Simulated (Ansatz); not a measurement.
Cost and result for the atomization energy of C$_{4}$H$_{5}$Cl (`ClC1=CCC1`) (10 atoms, 10 bonds).

```xyz
10

Cl   -1.388   -2.344   -0.377
C    -0.567   -0.854   -0.240
C    -0.493    0.229   -1.011
C     0.434    0.930   -0.044
C     0.336   -0.347    0.845
H    -0.925    0.509   -1.962
H     1.437    1.139   -0.423
H     0.031    1.833    0.421
H     1.270   -0.896    0.973
H    -0.136   -0.200    1.819
```

The species carries charge 0 and has multiplicity 1. The structure was optimised at the PBE0-D4/def2-TZVP level. Program: Ansatz. All runs use 4 threads of an Arm Neoverse V1 on a shared host. Times are those of one run each, without the atoms' runs, and a repeat can differ threefold. Electronic energies, without spin–orbit coupling; frozen cores. CCSD(T)/CBS adds CCSD(T) − MP2 in def2-TZVPP to the MP2 limit, and its time is that of the two runs behind it. T1 = 0.010. B3LYP takes the VWN-RPA correlation (the form of Gaussian; ORCA's B3LYP/G). HSE06 is the plane-wave form, built on full-range PBE exchange.

CCSD(T)/CBS is a level of theory with its own doubt, some kJ/mol a heavy atom from the limit and from the frozen cores, so smaller differences don't rank the functionals.

```
                            level  functions  wall time
           LDA (SPW92)/def2-TZVPP        236      1.2 s
  PBE-D4/def2-TZVPP (with forces)        236      2.5 s
               PBE0-D4/def2-TZVPP        236      2.5 s
              BHLYP-D4/def2-TZVPP        236      2.8 s
              HSE06-D4/def2-TZVPP        236      3.1 s
                 CCSD(T)/def2-SVP         99      3.6 s
B3LYP-D4/def2-TZVPP (with forces)        236      4.2 s
            r2SCANh-D4/def2-TZVPP        236      4.7 s
                B2PLYP/def2-TZVPP        236      4.9 s
                B97M-V/def2-TZVPP        236        8 s
                   MP2/def2-QZVPP        448       20 s
               CCSD(T)/def2-TZVPP        236      100 s
                CCSD(T)/CBS(def2)          –    2.1 min
```

Task: What atomization energy does each give, and how far from CCSD(T)/CBS? (Estimate.)

Result: Computed: 
```tsv
level	atomization (kcal/mol)	difference from CCSD(T)/CBS	per bond
LDA (SPW92)/def2-TZVPP	1140.5	158.8	15.9
PBE-D4/def2-TZVPP (with forces)	1018.6	36.9	3.7
PBE0-D4/def2-TZVPP	1000.0	18.3	1.8
BHLYP-D4/def2-TZVPP	951.6	-30.1	-3.0
HSE06-D4/def2-TZVPP	1000.9	19.2	1.9
CCSD(T)/def2-SVP	942.2	-39.5	-4.0
B3LYP-D4/def2-TZVPP (with forces)	981.8	0.1	0.0
r2SCANh-D4/def2-TZVPP	983.9	2.2	0.2
B2PLYP/def2-TZVPP	973.6	-8.1	-0.8
B97M-V/def2-TZVPP	988.8	7.1	0.7
MP2/def2-QZVPP	995.3	13.6	1.4
CCSD(T)/def2-TZVPP	958.1	-23.6	-2.4
CCSD(T)/CBS(def2)	981.7	0.0	0.0
```

At CCSD(T), def2-SVP lies −39.5 kcal/mol from the extrapolated value and def2-TZVPP −23.6 kcal/mol: correlation converges slowly with the basis, and small sets miss more of it in the bonded molecule than in its fragments. The D4 term adds +8.1 kcal/mol with B3LYP and +4.2 kcal/mol with PBE0; it sums over pairs of atoms, weighted by their polarisabilities, and B3LYP, whose exchange is more repulsive, gets the larger term. From BLYP to BHLYP (50 % exact exchange), in def2-TZVPP and without D4, the atomization energy moves by −23.7 kcal/mol: exact exchange takes away binding that semilocal exchange gives to molecules.
